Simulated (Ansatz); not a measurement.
# H₄SSi₂, SMILES [SiH2]1[SiH2]S1: vertical and adiabatic energies of changing the electron count

With Ansatz 0.2.0 through its Python package.

The script reads `h4ssi2.xyz`:
```text
7

Si   -0.86860   -0.17150   -0.65690
Si    0.78840    0.47000    0.63990
S     0.43920   -1.57320    0.07470
H    -2.18640   -0.35690   -0.08120
H    -0.78730   -0.04640   -2.16570
H     0.58890    0.64760    2.10430
H     2.08700    0.96230    0.03910
```

At the Python prompt:
```pycon
>>> import itertools
>>> import ansatz as az
>>> from ase.data import atomic_numbers, covalent_radii
>>> import numpy as np
>>> system = az.Crystal.molecule_from_extxyz("h4ssi2.xyz")
>>> base = (
...     system.calculation()
...     .basis(gaussian="def2-SVP")
...     .functional("r2SCAN", dispersion="d3bj")
... )
>>> symbols = [site.symbol for site in system.cartesian_sites]
>>> start = np.array([site.position_ang for site in system.cartesian_sites], dtype=float)
>>> summary = base.relax(force_tolerance=0.01, max_steps=100).run(threads=1, backend="cpu").report
DeckWarning: the engine holds no damping parameters fitted to this dispersion correction and functional, so the run takes those fitted to r2scan beside the three-body term, which d3bj leaves out (hamiltonian.dispersion, under Limitations)
>>> end = np.array(summary["positions_ang"])
>>> minimum = az.Crystal.molecule()
>>> for symbol, place in zip(symbols, end):
...     minimum = minimum.atom(symbol, place.tolist())
...
>>> ion = minimum.calculation()
>>> ion = ion.basis(gaussian="def2-SVP")
>>> ion = ion.functional("r2SCAN", dispersion="d3bj")
>>> ion = ion.charge(1).spin("collinear", total=1)
>>> vertical = ion.run(threads=1, backend="cpu").report
>>> settled = ion.relax(force_tolerance=0.01, max_steps=80).run(threads=1, backend="cpu").report
>>> print(f"vertical ionisation energy   {vertical['free_energy_ev'] - summary['free_energy_ev']:.3f} eV")
vertical ionisation energy   9.415 eV
>>> print(f"adiabatic, no zero point     {settled['free_energy_ev'] - summary['free_energy_ev']:.3f} eV")
adiabatic, no zero point     8.830 eV
>>> print(f"relaxation energy of the ion {vertical['free_energy_ev'] - settled['free_energy_ev']:.3f} eV")
relaxation energy of the ion 0.585 eV
>>> ionised = np.array(settled["positions_ang"])
>>> # pairs closer than 1.2 times the sum of covalent radii, before or after
>>> radius = [covalent_radii[atomic_numbers[s]] for s in symbols]
>>> span = lambda where, i, j: np.linalg.norm(where[i] - where[j])
>>> bonded = [(i, j) for i, j in itertools.combinations(range(len(symbols)), 2) if min(span(end, i, j), span(ionised, i, j)) < 1.2 * (radius[i] + radius[j])]
>>> print("pair        before    after (A)")
pair        before    after (A)
>>> for i, j in bonded:
...     print(f"{symbols[i]}{i}-{symbols[j]}{j}".ljust(10), f"{span(end, i, j):8.4f} {span(ionised, i, j):8.4f}")
...
Si0-Si1      2.2566   2.5194
Si0-S2       2.1715   2.1262
Si0-H3       1.4889   1.4809
Si0-H4       1.4889   1.4777
Si1-S2       2.1716   2.1262
Si1-H5       1.4889   1.4809
Si1-H6       1.4889   1.4777
```

These settings explore the input space; basis and method may be short of convergence. Warnings are shown shortened and without file and line. The energies are electronic: no zero-point or thermal terms, and the basis set is short of its limit. The product may relax into another structure. The relaxation finds the nearest minimum, so the adiabatic value is an upper bound. A dispersion term here runs with damping parameters fitted for another variant or functional. Finished in 3.5 min on 1 thread of AMD EPYC 7R43 64-Core Processor (Zen 3) (shared host), peak memory 0.28 GiB.
